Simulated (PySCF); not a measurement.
# What PySCF settings do for HF

Base input, run as `OMP_NUM_THREADS=1 python input.py` with PySCF 2.14:

```python
from pyscf import gto, dft

mol = gto.M(
    atom='H 0 0 0; F 0 0 0.935',
    basis='lanl2dz',
    charge=0,
    spin=0,
    verbose=4,
)
mf = dft.UKS(mol, xc='b3lyp5')
mf.kernel()
mf.dip_moment()
print('orbital energies (hartree):', [e[max(0, n-3):n+3].round(4) for e, n in zip(mf.mo_energy, mol.nelec)])
```

Base result: E(SCF) = -100.408030 Eh, 7 cycles, μz(SCF) = -2.26 D. The bond length is a typed value, not an optimised one. No search for the lowest solution was made.

Hardware: Arm Neoverse V1, 1 thread, shared host. Wall time 1.1 s, peak memory 0.12 GiB.

Each row names what differs from the base; energies in brackets are changes from the base.

| change | result |
| --- | --- |
| geometry: bond 0.935 → bond 1 | E(SCF) = -100.406032 Eh (+0.0544 eV), 8 cycles, μz(SCF) = -2.31 D |
| PCM solvent, dielectric constant: none → 20.5 | E(SCF) = -100.418622 Eh (-0.2882 eV), 7 cycles, μz(SCF) = -2.49 D |
| charge: 0 → -1; spin (2S): 0 → 1 [another spin of the ion may lie lower] [no diffuse functions for the anion] | E(SCF) = -100.230200 Eh (+4.8390 eV), 7 cycles, ⟨S²⟩ = 0.750 |
| functional: b3lyp5 → revpbe | E(SCF) = -100.411113 Eh, 7 cycles, μz(SCF) = -2.20 D |
| electric field along z (a.u.): none → 0.005 | E(SCF) = -100.403637 Eh (+0.1195 eV), 7 cycles, μz(SCF) = -2.20 D |
| DIIS space: default → off [unsound on purpose] [may be another electronic state] | not converged: SCF after 50 cycles |
| geometry: bond 0.935 → bond 0.823 | E(SCF) = -100.387475 Eh (+0.5593 eV), 7 cycles, μz(SCF) = -2.17 D |
| functional: b3lyp5 → b3lyp | E(SCF) = -100.445746 Eh, 7 cycles, μz(SCF) = -2.26 D |
| step after the SCF: none → gradient | E(SCF) = -100.408030 Eh (+0.0000 eV), 7 cycles, μz(SCF) = -2.26 D, gradient on the second atom -0.0147 Eh/bohr |
| level shift (hartree): none → 0.3 | E(SCF) = -100.408030 Eh (+0.0000 eV), 10 cycles, μz(SCF) = -2.26 D |
| basis set: lanl2dz → tzvp-def2 [unsound on purpose] | stops with BasisNotFoundError (tzvp-def2) |
| geometry: bond 0.935 → bond 1.403 [stretched restricted solution, likely unstable] | E(SCF) = -100.329085 Eh (+2.1482 eV), 9 cycles, μz(SCF) = -2.61 D |
| basis set: lanl2dz → jorge-dzp | E(SCF) = -100.426068 Eh (-0.4908 eV), 7 cycles, μz(SCF) = -1.95 D |
| step after the SCF: none → tda; number of roots: default → 4 | E(SCF) = -100.408030 Eh (+0.0000 eV), 7 cycles, μz(SCF) = -2.26 D, first excitations without spin–orbit coupling 9.41, 9.41, 10.19, 10.19 eV |
| step after the SCF: none → optimize | E(SCF) = -100.408030 Eh (+0.0000 eV), 7 cycles, all at the start geometry; optimised bond 0.949 Å with E = -100.408221 Eh after 4 steps |
| geometry: bond 0.935 → bond 0.963 | E(SCF) = -100.408040 Eh (-0.0003 eV), 7 cycles, μz(SCF) = -2.28 D |
| charge: 0 → 1; spin (2S): 0 → 1 [another spin of the ion may lie lower] | E(SCF) = -99.822908 Eh (+15.9220 eV), 8 cycles, ⟨S²⟩ = 0.751 |
| geometry: bond 0.935 → bond 0 [unsound on purpose] | stops with RuntimeError (Ill geometry) |
| geometry: bond 0.935 → bond 1.87 [stretched restricted solution, likely unstable] | E(SCF) = -100.241624 Eh (+4.5281 eV), 10 cycles, μz(SCF) = -3.00 D |
| density fitting: none → def2-universal-jkfit | E(SCF) = -100.408062 Eh (-0.0009 eV), 7 cycles, μz(SCF) = -2.26 D |
| length unit: angstrom → bohr [unsound on purpose] | E(SCF) = -99.622340 Eh (+21.3797 eV), 6 cycles, μz(SCF) = -1.82 D |

**Question.** Order these changes by how far they move the SCF energy from the base, largest first: (1) PCM solvent, dielectric constant: none → 20.5; (2) geometry: bond 0.935 → bond 0.823; (3) geometry: bond 0.935 → bond 1.403; (4) geometry: bond 0.935 → bond 1.87.

**Answer.** (4) +4.5281 eV, (3) +2.1482 eV, (2) +0.5593 eV, (1) -0.2882 eV.
